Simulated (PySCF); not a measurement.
C2H2ClN3.
Numbering: `[Cl:1][c:2]1[cH:3][n:4][n:5][nH:6]1` (hydrogens: H7 on C3; H8 on N6)

The closed-shell ground state was solved at several levels (PySCF, density fitting, gas phase, non-relativistic). Isolated species at its PBE0-D3(BJ)/def2-SVP geometry, gas phase.

```json
{"level": "wB97X-D/def2-SVPD", "basis functions": "143", "HOMO (eV)": "-9.59", "LUMO (eV)": "1.21", "gap (eV)": "10.80", "dipole (D)": "3.34"}
{"level": "KT2/pcSseg-2", "basis functions": "251", "HOMO (eV)": "-6.58", "LUMO (eV)": "-1.45", "gap (eV)": "5.13", "dipole (D)": "3.21"}
```

What might PBE0/pcSseg-1 (119 basis functions) give for the same quantities?

HOMO -7.75 eV, LUMO -0.46 eV, gap 7.29 eV, dipole 3.36 D.

Over all these levels, which gives the widest orbital gap and which the narrowest?

wB97X-D/def2-SVPD (range-separated hybrid) has the widest, 10.80 eV, and KT2/pcSseg-2 (GGA) the narrowest, 5.13 eV. Functional and basis both differ between the two, so the spread mixes both effects.

How far do the dipole and the HOMO energy spread over the levels?

The dipole runs from 3.21 to 3.36 D (mean 3.30 D) and the HOMO from -9.59 to -6.58 eV.
